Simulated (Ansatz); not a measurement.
Ansatz (a quantum-chemistry and plane-wave program) input file for formaldehyde (CH2O), SMILES C=O, PBE/def2-TZVPD. The structure is a stationary point at PBE0-D3(BJ)/def2-TZVPD.

Ansatz 0.2 input:
```yaml
crystal:
  periodic: [false, false, false]
  atoms:
    - {symbol: C, position_ang: [0.00000000, -0.00000000, -0.52458931]}
    - {symbol: O, position_ang: [-0.00000000, 0.00000000, 0.67123749]}
    - {symbol: H, position_ang: [-0.00000000, 0.94043938, -1.11118204]}
    - {symbol: H, position_ang: [-0.00000000, -0.94043938, -1.11118204]}
basis:
  gaussian:
    orbitals: def2-TZVPD
hamiltonian:
  xc: {name: PBE}
```

Program output:

```
WARN ansatz: RAYON_NUM_THREADS=1 ignored (pool sized by the plan → 1); use --threads N
Functional definition: PBE
integrals: 0.01 GiB planned
460 factors; their error is unknown
mean field: 0.18 GiB planned
mean field evaluation 1: about -3109.5071 eV, gradient 4.6e1 eV
mean field evaluation 2: about -3094.8082 eV, gradient 9.7e1 eV
mean field evaluation 4: about -3113.5005 eV, gradient 4.6e0 eV
mean field evaluation 8: about -3113.5466 eV, gradient 1.9e-2 eV
mean field evaluation 16: about -3113.5296 eV, gradient 9.1e-6 eV
mean field -3113.52962026 eV, -114.4201031185 hartree, gradient 9.1e-6 eV, S^2 0.000000; 0 other end points of the search recorded, 0 dependent functions left out
reference -3113.52965899 eV, -114.4201045415 hartree; 8, 8 occupied and 87, 87 virtual orbitals, 460 factors
Total energy: -3113.52965899 eV, -114.4201045415 hartree
```

The calculation finished and met its thresholds.

Cost: around 0.6 core-seconds (rough).
